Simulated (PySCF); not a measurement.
These are PySCF with PBE-D3(BJ)/def2-TZVP // PBE-D3(BJ)/def2-SVP values and carry that method's errors. Gas-phase values, no solvent. 

Reference species (SMILES): `[OH]` (neutral, multiplicity 2).

```json
{
  "highest_occupied_spin_orbital": "-7.14 eV"
}
```

Changed species: `[CH3]` (free radical CH3; the reference has free radical OH).

Task: What does the change do to the highest occupied spin orbital?

Result: the highest occupied spin orbital increases by 1.76 eV, to -5.38 eV.
